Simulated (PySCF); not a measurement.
## Magnetic susceptibility: SMILES C=C/C(C)=N\N, C$_{4}$H$_{8}$N$_{2}$

Geometry (Å), atoms numbered from 1 in this order:
```xyz
14

C    -0.7353    1.8650   -0.5654
C     0.1590    1.0238   -0.0537
C    -0.0171   -0.4161    0.0692
C    -1.2710   -1.0398   -0.4715
N     0.8121   -1.2375    0.5969
N     1.9525   -0.8759    1.2070
H    -1.6924    1.5364   -0.9306
H    -0.5403    2.9225   -0.6310
H     1.0974    1.4294    0.3077
H    -1.2235   -2.1146   -0.3268
H    -2.1430   -0.6488    0.0497
H    -1.3769   -0.8249   -1.5332
H     2.3742    0.0251    0.9985
H     2.6036   -1.6449    1.2610
```

Computed, not measured: GIAO B97-D/3-21G magnetisability, rotational g tensor and spin-rotation constants, non-relativistic, gas phase (PySCF 2.14.0). Geometry: GFN2-xTB.

How diamagnetic is it, and how anisotropic?

Isotropic -880 × 10⁻³⁰ J/T², or -53.0 × 10⁻⁶ cm³/mol; principal values -1057, -825, -757 × 10⁻³⁰ J/T², anisotropy 273 × 10⁻³⁰ J/T² (root of half the summed squared differences of the principal values). The susceptibility is in cgs units.

Split it along the inertial axes a, b, c into diamagnetic and paramagnetic parts about the centre of mass, with the quadrupole moment.


| axis | χ (10⁻⁶ cm³/mol) | diamagnetic (10⁻⁶ cm³/mol) | paramagnetic (10⁻⁶ cm³/mol) | summed x² of all electrons (Å²) | quadrupole Θ (D Å) |
| --- | --- | --- | --- | --- | --- |
| a | -45.7 | -297.2 | 251.4 | 112.8 | +5.55 |
| b | -49.5 | -520.8 | 471.3 | 60.1 | +1.49 |
| c | -63.6 | -733.5 | 669.9 | 10.0 | -7.04 |

Anisotropies 2χaa − χbb − χcc = +21.7 and 2χbb − χaa − χcc = +10.3 × 10⁻⁶ cm³/mol. Θ is traceless in Buckingham's convention.

And the rotational g tensor?


```
axis  rotational constant (GHz)        g  nuclear part  electronic part
   a                     5.8663  -0.0525        0.6404          -0.6929
   b                     2.7387  -0.0166        0.5898          -0.6064
   c                     1.8919  +0.0056        0.6010          -0.5954
```
Asymmetric top; isotopes 12C, 1H, 14N; no vibrational averaging.
